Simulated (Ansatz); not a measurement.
Process, species as SMILES: [PH2] (PH2) → PH2+ (singlet, bonded as [PH2]) + e-
B3LYP-D3(BJ)/def2-TZVP geometries, fixed; electronic energies without zero-point terms.
Largest species:
```xyz
3

P      0.0052    -0.0015     0.1165
H     -0.0501     1.0329    -0.8596
H     -0.0274    -1.0099    -0.8876
```
Charge 0, spin multiplicity 2.

Effect of a fitting basis named in the input at HF/def2-TZVPP with Ansatz (a program for electronic structure), against the last row, where the adiabatic ionisation energy is 9.32 eV. A restricted Hartree-Fock determinant is unstable towards unrestricted orbitals. Open shells are unrestricted. The default fits or decomposes integrals by the program's own choice; accuracy: high also tightens integrals, grids and stops.

```json
[
 {"setting": "fitting: def2-SV(P)-JKFIT", "largest shift of a total energy (mEh)": "-0.008", "shift of the adiabatic ionisation energy (eV)": "0.000"},
 {"setting": "fitting: def2-universal-JKFIT", "largest shift of a total energy (mEh)": "-0.008", "shift of the adiabatic ionisation energy (eV)": "0.000"},
 {"setting": "fitting: cc-pVTZ-JKFIT", "largest shift of a total energy (mEh)": "0.036", "shift of the adiabatic ionisation energy (eV)": "0.000"},
 {"setting": "fitting: cc-pVQZ-JKFIT", "largest shift of a total energy (mEh)": "0.040", "shift of the adiabatic ionisation energy (eV)": "0.000"},
 {"setting": "fitting: cc-pV5Z-JKFIT", "largest shift of a total energy (mEh)": "0.036", "shift of the adiabatic ionisation energy (eV)": "0.000"},
 {"setting": "accuracy: high", "largest shift of a total energy (mEh)": "-0.002", "shift of the adiabatic ionisation energy (eV)": "0.000"},
 {"setting": "accuracy: medium (default)", "largest shift of a total energy (mEh)": "0.000", "shift of the adiabatic ionisation energy (eV)": "0.000"}
]
```

Within 0.002 eV in the adiabatic ionisation energy: fitting: def2-SV(P)-JKFIT; fitting: def2-universal-JKFIT; fitting: cc-pVTZ-JKFIT; fitting: cc-pVQZ-JKFIT; fitting: cc-pV5Z-JKFIT; accuracy: high. The largest shift is 0.040 mEh in a total energy and 0.000 eV in the difference.
